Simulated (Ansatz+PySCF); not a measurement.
Values are calculated unless marked as measured or tabulated.
## Ansatz (development build ahead of 0.2.0) run

```yaml
crystal:
  periodic: [false, false, false]
  atoms:
    - { symbol: H, position_ang: [0.0, 0.20037, -1.39777] }
    - { symbol: O, position_ang: [0.0, -0.47613, -0.6989] }
    - { symbol: O, position_ang: [0.0, 0.46583, 0.52723] }
    - { symbol: O, position_ang: [0.0, -0.19007, 1.56944] }
basis:
  gaussian: { orbitals: cc-pVTZ }
magnetization:
  initial_magnetization: 1
hamiltonian:
  xc: hf
correlation:
  method: mp2
  frozen_orbitals: { H: 0, O: 1 }
output:
  forces: true
```

The input is written out in the form of the current development build from the run's settings. Correlation on restricted open-shell orbitals is semicanonical, with singles.

The run gave:

- Converged: yes
- Reference energy: -225.01263 hartree
- Correlation energy: -0.70820 hartree
- Total energy: -225.72082 hartree
- Spin squared of the determinant: 0.750
- Stability test: minimum among restricted orbitals
- Occupied orbitals by symmetry in an Abelian subgroup (alpha; beta): 10 A' 3 A''; 10 A' 2 A''

Forces (eV/Å):
```tsv
atom	Fx	Fy	Fz
H1	0.000	0.040	0.188
O2	0.000	-0.015	0.245
O3	0.000	-0.635	0.875
O4	0.000	0.610	-1.307
```

Caution: large amplitudes, a single reference is doubtful; forces differ strongly between restricted and unrestricted references.
